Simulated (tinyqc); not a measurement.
Worked calculation: Hueckel theory of the pi electrons, for the molecule c1cc[nH]c1 (SMILES; centres numbered as the heavy atoms are written). One step of it, computed by the program tinyqc.

Task: Energy, charges, bond orders. E = sum n x; q_r = z_r - P_rr; bond order p = P_rs; free valence = sqrt(3) - sum of p over the bonds of the atom.

x values: 2.319584  1.188675  0.618034  -1.008258  -1.618034

occupations: 2.000000  2.000000  2.000000  0.000000  0.000000

charge and bond-order matrix P:
```
,1C,2C,3C,4N,5C
1C,1.105560,0.552773,-0.104136,-0.218847,0.790292
2C,0.552773,1.105560,0.790292,-0.218847,-0.104136
3C,-0.104136,0.790292,1.034618,0.439501,-0.412596
4N,-0.218847,-0.218847,0.439501,1.719645,0.439501
5C,0.790292,-0.104136,-0.412596,0.439501,1.034618
```

Centres:
```
centre,"z_r, pi electrons of the neutral centre",h
1C,1,0.000000
2C,1,0.000000
3C,1,0.000000
4N,2,1.500000
5C,1,0.000000
```

Bonds:
```
i,j,k
1,2,1
2,3,1
3,4,0.800000
4,5,0.800000
5,1,1
```

Give: pi energy = 6 alpha + this times beta; pi charges; Bond orders and lengths from R = 1.517 - 0.180 p; free valence of the carbons; gap between the highest filled and the next level.

Result:

pi energy = 6 alpha + this times beta = 8.2526

pi charges: 1C -0.1056, 2C -0.1056, 3C -0.0346, 4N 0.2804, 5C -0.0346

Bond orders and lengths from R = 1.517 - 0.180 p (angstrom, C-C alone):
```
bond,p,R
1-2,0.5528,1.4175
2-3,0.7903,1.3747
3-4,0.4395,-
4-5,0.4395,-
5-1,0.7903,1.3747
```

free valence of the carbons: 1C 0.3890, 2C 0.3890, 3C 0.5023, 5C 0.5023

gap between the highest filled and the next level = 1.6263 |beta|
